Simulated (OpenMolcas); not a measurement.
## Exact exchange and the HOMO–LUMO gap of CHCl3 (chloroform)

The species is CHCl3 (5 atoms), meant as a singlet with charge 0. As SMILES, `ClC(Cl)Cl`. The coordinates come from a PBE0-D4/def2-TZVP relaxation.

The HOMO–LUMO gap y, in eV, basis 6-311+G(d,p); a is the functional's share of exact exchange. Programs: OpenMolcas 26.06.

| functional | program | a | y (eV) |
| --- | --- | --- | --- |
| TPSS | OpenMolcas | 0 | 5.75 |
| revPBE | OpenMolcas | 0 | 5.53 |
| B3LYP | OpenMolcas | 0.2 | ? |
| PBE0 | OpenMolcas | 0.25 | 7.97 |
| BHLYP | OpenMolcas | 0.5 | 10.29 |

Fit y = c + s·a to the known rows and predict B3LYP.


1. Means of the 4 rows: a = 0.1875, y = 7.385.
2. Σ(Δa)² = 0.17188, Σ(Δa·Δy) = 1.5987, so the slope is 1.5987/0.17188 = 9.3013.
3. Intercept: 7.385 − (9.3013) × 0.1875 = 5.641. The largest residual of the fit is 0.11.
4. B3LYP: 5.641 + (9.3013) × 0.2 = 7.50 eV.

The run gave 7.41 eV, so the prediction is off by +0.09 eV, within the largest residual. Exact exchange lowers occupied levels and raises empty ones. The rows mix families of semi-local functionals, which the line can't see.
